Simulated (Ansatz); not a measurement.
Polycrystal shear modulus of 3C-SiC at several levels of theory

No measured value is used here.

```tsv
level (code)	value (GPa)	cell (Å³/atom)
LDA (Ansatz)	194	10.14
PBE (Ansatz)	186	10.50
revPBE (Ansatz)	184	10.62
PBE-D3(BJ) (Ansatz)	191	10.28
r²SCAN+rVV10 (Ansatz)	203	10.30
PBE0 (Ansatz)	202	10.27
```

PBE-D3(BJ): the dispersion coefficients are held fixed in the derivatives. Each level is taken at its own relaxed cell. Cutoffs and k meshes differ between the levels. Ansatz's density-functional and Hartree–Fock values are scalar-relativistic unless marked +SOC, with PAW data made under PBE.

Ansatz is a quantum-chemistry and plane-wave program.
